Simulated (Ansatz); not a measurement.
## Mixing energy, order and entropy in Co3Ni10Os2Ru

Computed with DFT PBE, scalar-relativistic, plane waves, PAW (Ansatz 0.2.0).

Settings: cutoff 420 eV, Γ-centred mesh 7×7×7 on the computed 16-atom cell, Gaussian smearing of 0.10 eV; collinear spin from starting moments 1.38 1.63 1.66 0.34 0.46 0.16 0.33 0.22 0.41 0.34 0.27 0.43 0.25 0.16 0 0 μB.

Cells of 16 atoms on a fcc lattice, 10 Ni, 1 Ru, 3 Co, 2 Os, each occupation relaxed without symmetry on a coarser mesh and computed once more. α is the first-shell Warren–Cowley parameter of unlike pairs (negative: unlike neighbours in excess, 0: random), given as its mean and root mean square over the pairs, since a mean near 0 can hide order that cancels. ΔH counts from the elements in their standard crystals.

```csv
cell,mean α,rms α,ΔH (meV/atom),V (Å³/atom),rms shift from sites (Å)
1,-0.07,0.15,72,11.50,0.02
2,-0.13,0.20,63,11.51,0.03
```

Problem. Weigh the mixing energy against the ideal entropy.

Solution. Ideal mixing gives S = −k_B Σ x ln x = 1.041 k_B per atom (8.7 J/(mol K)), worth 90 meV/atom at 1000 K. The cell nearest to random, 1, has ΔH = 72 meV/atom. Against the pure elements it breaks even at T = ΔH/S = 800 K; above that the solution beats the pure elements, but parting into two partly mixed solutions pays up to a higher temperature (2ΔH/k_B, 1.4 times as high, for a regular binary solution at equal shares), and compounds may beat both. ΔH includes the cost of putting the elements on this lattice where they prefer another, and what the coarser relaxation leaves, which can only raise it; vibrational entropy is left out. An error of 8 meV/atom in ΔH, as mesh and relaxation can leave, moves such a temperature by 90 K, and the spread of these cells, 9 meV/atom, by 100 K.

The final mesh leaves forces up to 0.05 eV/Å and stresses up to 0.5 GPa.

Spin-orbit coupling is left out, which matters for the bands of heavy elements.

Cost: 4 runs of about 110 core-minutes in all (earlier runs that led there not counted), on Intel Xeon 6975P-C (Granite Rapids) (shared hosts).